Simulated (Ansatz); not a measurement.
# NO3: the cost of one run

All numbers are computed with the Python package of Ansatz 0.2.0. Level of theory: B3LYP/6-31G*.

## Step 1: The structure

Bond lengths: O1–N2 1.242 Å, N2–O3 1.242 Å, N2–O4 1.242 Å. Angles: O1–N2–O3 120.0°, O1–N2–O4 120.0°, O3–N2–O4 120.0°.

The script holds or builds the structure itself.

## Step 2: The script

run_opt.py reads:

```python
"""Minimum-energy structure of NO3(-)."""

import itertools
import warnings

import ansatz as az
from ase.data import atomic_numbers, covalent_radii
import numpy as np

params = {
    "basis_set": "6-31G*",
    "xc": "b3lyp",
    "charge": -1,
}


def main() -> None:
    warnings.simplefilter("ignore", az.DeckWarning)

    molecule = (
        az.Crystal.molecule()
        .atom("O", [1.1024, -0.5698, -0.0563])
        .atom("N", [0.0, 0.0, 0.0])
        .atom("O", [-0.0584, 1.2408, 0.0026])
        .atom("O", [-1.044, -0.671, 0.0537])
    )

    setup = (
        molecule.calculation()
        .basis(gaussian=params["basis_set"])
        .functional(params["xc"])
        .charge(params["charge"])
        .accuracy("medium")
    )
    symbols = [site.symbol for site in molecule.cartesian_sites]
    start = np.array([site.position_ang for site in molecule.cartesian_sites], dtype=float)
    def progress(event):
        if event["event"] == "relax_step":
            row = event["data"]
            print(f"step {row['step']:3d}  E = {row['lagrangian_ev']:.6f} eV  largest force component {row['allowed_force_max_ev_ang']:.4f} eV/A")


    data = setup.relax(force_tolerance=0.01, max_steps=100).session().plan().execute(on_event=progress).report
    end = np.array(data["positions_ang"])

    print(f"E = {data['free_energy_ev']:.6f} eV = {data['free_energy_ev'] / 27.211386246:.7f} Ha")
    print("converged:", data["converged"], " doubts:", data["published_state_doubts"] or "none")

    # pairs closer than 1.2 times the sum of covalent radii, before or after
    radius = [covalent_radii[atomic_numbers[s]] for s in symbols]
    span = lambda where, i, j: np.linalg.norm(where[i] - where[j])
    bonded = [(i, j) for i, j in itertools.combinations(range(len(symbols)), 2) if min(span(start, i, j), span(end, i, j)) < 1.2 * (radius[i] + radius[j])]
    print("pair        before    after (A)")
    for i, j in bonded:
        print(f"{symbols[i]}{i}-{symbols[j]}{j}".ljust(10), f"{span(start, i, j):8.4f} {span(end, i, j):8.4f}")
    for first, second in list(itertools.combinations(bonded, 2)):
        shared = set(first) & set(second)
        if shared and symbols[(j := shared.pop())] != "H":
            i, k = sorted((set(first) | set(second)) - {j})
            u, v = end[i] - end[j], end[k] - end[j]
            angle = np.degrees(np.arccos(np.clip(u @ v / np.linalg.norm(u) / np.linalg.norm(v), -1, 1)))
            print(f"final angle {symbols[i]}{i}-{symbols[j]}{j}-{symbols[k]}{k}: {angle:.2f} deg")


if __name__ == "__main__":
    main()
```

## Step 3: The input behind the calls

The engine receives this input:

```yaml
crystal:
  periodic: [false, false, false]
  atoms:
    - { symbol: O, position_ang: [1.1024, -0.5698, -0.0563] }
    - { symbol: "N", position_ang: [0.0, 0.0, 0.0] }
    - { symbol: O, position_ang: [-0.0584, 1.2408, 0.0026] }
    - { symbol: O, position_ang: [-1.044, -0.671, 0.0537] }
accuracy: medium
basis:
  gaussian:
    orbitals: "6-31G*"
hamiltonian:
  xc: b3lyp
total_charge: -1.0
relax:
  f_tol: 0.01
  max_steps: 100
```

## Step 4: Running it

Started as:

```sh
python run_opt.py
```

**Question.** How long does this script take on 1 thread of Arm Neoverse V1, shared host, and how much memory does it need?

About 7.1 s, with a peak of 0.18 GiB.
